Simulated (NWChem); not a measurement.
System: phenol (C₆H₆O); SMILES c1cc(ccc1)O

The following NWChem deck was run.

```
start job
memory heap 200 mb stack 900 mb global 1100 mb
geometry units angstroms noautosym nocenter noautoz
  O     -0.073821    -2.297541     0.000000
  C     -0.012710    -0.948785     0.000000
  C     -1.219480    -0.240031     0.000000
  C     -1.205372     1.150685     0.000000
  C      0.001026     1.853786     0.000000
  C      1.200148     1.144416     0.000000
  C      1.198849    -0.249534     0.000000
  H      0.820059    -2.655604     0.000000
  H     -2.155652    -0.801921     0.000000
  H     -2.153702     1.694240     0.000000
  H      0.004963     2.945715     0.000000
  H      2.153950     1.678140     0.000000
  H      2.144439    -0.801637     0.000000
end
basis spherical
  * library 6-31g*
end
dft
  xc xpbe96 cpbe96
  iterations 150
end
cosmo
  dielec 11.7
end
task dft energy
```

Coordinates come from a PBE0/def2-SVP optimisation.

Level: PBE/6-31G* with COSMO at NWChem's default radii, gas-phase geometry; the question gives the dielectric constant.

Q: Give the results of this calculation. (PBE/6-31G* (spherical d), COSMO on the gas-phase geometry.) Quantities: electrostatic solvation energy (kcal/mol); dipole in solution (D).

A: The electrostatic solvation energy (kcal/mol) comes out as -6.1. The dipole in solution (D) is 1.84.
